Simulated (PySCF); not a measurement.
Species: C3H6NO (doublet state).
Cartesian coordinates in Å at the GFN2-xTB level; atoms count from 1:
```
atom  x, y, z in Å
C1     2.0383   -0.5115   -0.0681
O2     0.7270   -0.7696   -0.0113
C3    -0.1706    0.2315    0.0058
C4    -1.5782   -0.3034    0.0580
N5     0.2224    1.4391   -0.0272
H6     2.6672   -1.3775   -0.0758
H7     2.3861    0.5012   -0.0992
H8    -1.7864   -0.8741   -0.8456
H9    -2.2932    0.5105    0.1401
H10   -1.6877   -0.9709    0.9104
H11   -0.5194    2.1274   -0.0131
```

The hyperfine couplings belong to this conformer and change with its torsions.

As a line formula: `[H]/N=C(\C)O[CH2]` [radical].

The calculation used UKS B3LYP, pcH-1 on C H N O, non-relativistic, mean-field spin-orbit, GIAO (PySCF 2.14.0). Geometry: GFN2-xTB, one conformer, isolated molecule. The geometry wasn't refined by DFT: couplings that depend on bond lengths, twists or pyramidal angles can differ widely from those at the functional's own minimum. Stability of the SCF solution: not tested.

Largest spin populations (Mulliken): C1 (+0.97) and N5 (+0.08). No atom but C1 exceeds +0.15. The angles at C1 add up to 360.0°, so it is planar; its axial dipolar tensor and the negative couplings of its protons fit spin in a p orbital normal to that plane.

(1) McConnell's relation a(H) = Q·ρ ties the coupling of a proton on a planar π carbon to the spin population of that carbon. What Q do the computed values give?

## Answers

(1) 
```csv
H,C,ρ(C),a(H) (G),a/ρ (G)
H6,C1,+0.967,-23.02,-23.8
H7,C1,+0.967,-23.67,-24.5
```

These protons share one ρ (within 0.01), so their mean ratio, Q = -24.1 G, is no test of linearity.

Couplings in gauss use g_iso = 2.0029.

The run took 21 s wall (grids of density and orbitals included) on Arm Neoverse V2, one thread, no GPU (shared host), and the process peaked at 0.64 GiB of memory.
